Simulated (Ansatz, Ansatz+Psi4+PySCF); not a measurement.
```xyz
2

H     0.0000    0.0000    0.4451
H     0.0000    0.0000   -0.4451
```

Basis set: cc-pVTZ (spherical functions). All electrons are correlated. Charge 0, multiplicity 1.

Computed with Ansatz (development build ahead of 0.2.0); each method stands on the lowest determinant of its kind that the runs found. Restricted open shells among the atoms or ions are ROHF, correlated in semicanonical orbitals with singles.

Task: Give the atomization energy at this shape (free ground-state atoms in the same class of orbitals less the molecule, no zero-point energy) of singlet H₂ by RHF-CCSD(T), RHF-MP2.

Result:

```json
{"method": "RHF-CCSD(T)", "atomization energy": "101.67 kcal/mol"}
{"method": "RHF-MP2", "atomization energy": "95.96 kcal/mol"}
```

Caution: stretched shape with no unrestricted run beside it, a lower state can exist; the shape is not the minimum.
